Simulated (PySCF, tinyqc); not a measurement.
Inside a calculation. Method: CIS on RHF in the sto-6g basis, for LiH, spin multiplicity 1. The lowest restricted solution is unstable here: a spin-polarised one lies 0.0010 hartree lower (PySCF). One step of it, computed by the program tinyqc.

Task: CIS matrix, singlets. A(ia,jb) = (e_a - e_i) d_ij d_ab + 2 (ia|jb) - (ij|ab).

orbital energies (hartree): [-2.404723, -0.240600, 0.071368, 0.159237, 0.159237, 0.402249]

Two-electron integrals over orbitals (pq|rs), unique and non-zero (hartree):
```
(11|11) 1.665264    (21|11) -0.098103   (21|21) 0.010279    (22|11) 0.316918
(22|21) 0.003028    (22|22) 0.455937    (31|11) -0.144719   (31|21) 0.010983
(31|22) -0.011228   (31|31) 0.023270    (32|11) 0.028183    (32|21) -0.002587
(32|22) -0.056964   (32|31) -0.000539   (32|32) 0.019433    (33|11) 0.395814
(33|21) -0.008964   (33|22) 0.211785    (33|31) 0.000799    (33|32) 0.013852
(33|33) 0.330787    (41|41) 0.010037    (42|41) 0.007103    (42|42) 0.020811
(43|41) 0.010370    (43|42) 0.019990    (43|43) 0.041668    (44|11) 0.396969
(44|21) -0.003344   (44|22) 0.245863    (44|31) -0.004797   (44|32) 0.012954
(44|33) 0.280485    (44|44) 0.313125    (51|51) 0.010037    (52|51) 0.007103
(52|52) 0.020811    (53|51) 0.010370    (53|52) 0.019990    (53|53) 0.041668
(54|54) 0.016875    (55|11) 0.396969    (55|21) -0.003344   (55|22) 0.245863
(55|31) -0.004797   (55|32) 0.012954    (55|33) 0.280485    (55|44) 0.279374
(55|55) 0.313125    (61|11) 0.072207    (61|21) -0.009720   (61|22) -0.007388
(61|31) -0.005202   (61|32) 0.002679    (61|33) 0.011994    (61|44) 0.001506
(61|55) 0.001506    (61|61) 0.011599    (62|11) -0.080208   (62|21) 0.001626
(62|22) 0.110932    (62|31) 0.004116    (62|32) -0.042640   (62|33) -0.020179
(62|44) -0.036370   (62|55) -0.036370   (62|61) 0.000779    (62|62) 0.131839
(63|11) 0.019949    (63|21) -0.002038   (63|22) -0.056127   (63|31) 0.004241
(63|32) 0.015410    (63|33) 0.036513    (63|44) 0.007105    (63|55) 0.007105
(63|61) 0.004231    (63|62) -0.037442   (63|63) 0.029419    (64|41) -0.005924
(64|42) -0.018497   (64|43) -0.012348   (64|64) 0.019527    (65|51) -0.005924
(65|52) -0.018497   (65|53) -0.012348   (65|65) 0.019527    (66|11) 0.356089
(66|21) 0.001014    (66|22) 0.426811    (66|31) -0.010770   (66|32) -0.046804
(66|33) 0.238119    (66|44) 0.259835    (66|55) 0.259835    (66|61) -0.005090
(66|62) 0.100215    (66|63) -0.045024   (66|66) 0.422293
```

Give: CIS matrix A, singlet.

Result:

CIS matrix A, singlet (hartree), order 1>3, 1>4, 1>5, 1>6, 2>3, 2>4, 2>5, 2>6:
```
[[2.1268, 0.0000, 0.0000, -0.0304, 0.0079, 0.0000, 0.0000, 0.0103],
 [0.0000, 2.1871, 0.0000, 0.0000, 0.0000, 0.0175, 0.0000, 0.0000],
 [0.0000, 0.0000, 2.1871, 0.0000, 0.0000, 0.0000, 0.0175, 0.0000],
 [-0.0304, 0.0000, 0.0000, 2.4741, 0.0074, 0.0000, 0.0000, 0.0005],
 [0.0079, 0.0000, 0.0000, 0.0074, 0.1390, 0.0000, 0.0000, -0.0292],
 [0.0000, 0.0175, 0.0000, 0.0000, 0.0000, 0.1956, 0.0000, 0.0000],
 [0.0000, 0.0000, 0.0175, 0.0000, 0.0000, 0.0000, 0.1956, 0.0000],
 [0.0103, 0.0000, 0.0000, 0.0005, -0.0292, 0.0000, 0.0000, 0.4797]]
```
